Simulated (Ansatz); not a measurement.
# A relaxation, step by step

CH3B (SMILES B=C), singlet, B3LYP-D4/def2-SVP (Ansatz 0.2.0). Settings:

```yaml
hamiltonian: {xc: {name: B3LYP}, dispersion: d4}
relax: {f_tol: 0.05, max_steps: 30, max_displacement: 0.2}
```

Start (the SMILES describes the start alone):

B1  (0.142, -0.804, 0.172)
C2  (-0.019, 0.430, -0.089)
H3  (0.219, -1.872, 0.613)
H4  (-0.601, 0.808, -0.902)
H5  (0.416, 1.305, 0.466)
(Å)

```tsv
step	energy less the last (meV)	largest force component (eV/Å)
1	479.3	7.947
2	91.6	1.942
3 (rejected trial)	125.1	1.021
4	2.8	0.251
5	0.3	0.140
6	0.0	0.002
```

Step 2, positions (Å) and forces (eV/Å):

```
atom       x       y       z      Fx      Fy      Fz
  B1   0.151  -0.830   0.233  -0.075  -1.018   0.583
  C2  -0.104   0.483  -0.027   0.539   1.942  -0.763
  H3   0.241  -1.953   0.586   0.097  -0.128  -0.096
  H4  -0.579   0.832  -0.957  -0.243  -0.244   0.143
  H5   0.449   1.336   0.426  -0.318  -0.552   0.134
```

Step 4, positions (Å) and forces (eV/Å):

```csv
atom,x,y,z,Fx,Fy,Fz
B1,0.123,-0.814,0.266,-0.020,-0.086,0.041
C2,-0.035,0.514,-0.088,0.085,-0.251,0.040
H3,0.245,-1.954,0.573,0.005,0.044,-0.014
H4,-0.621,0.802,-0.962,-0.071,0.135,-0.083
H5,0.446,1.319,0.472,0.001,0.158,0.016
```

Step 5, positions (Å) and forces (eV/Å):

```json
{"atom": "B1", "x": "0.121", "y": "-0.822", "z": "0.269", "Fx": "-0.015", "Fy": "0.140", "Fz": "-0.036"}
{"atom": "C2", "x": "-0.027", "y": "0.506", "z": "-0.091", "Fx": "0.000", "Fy": "-0.032", "Fz": "0.003"}
{"atom": "H3", "x": "0.247", "y": "-1.956", "z": "0.575", "Fx": "0.013", "Fy": "-0.111", "Fz": "0.030"}
{"atom": "H4", "x": "-0.622", "y": "0.815", "z": "-0.959", "Fx": "-0.002", "Fy": "0.000", "Fz": "-0.003"}
{"atom": "H5", "x": "0.439", "y": "1.325", "z": "0.467", "Fx": "0.004", "Fy": "0.002", "Fz": "0.006"}
```

Last step (6):

B1  (0.121, -0.821, 0.268)
C2  (-0.028, 0.506, -0.092)
H3  (0.248, -1.958, 0.577)
H4  (-0.622, 0.817, -0.960)
H5  (0.439, 1.324, 0.468)
(Å)

Hardware: 2 CPU threads of an AMD EPYC 7R43, shared host. Wall time about 2.4 s.
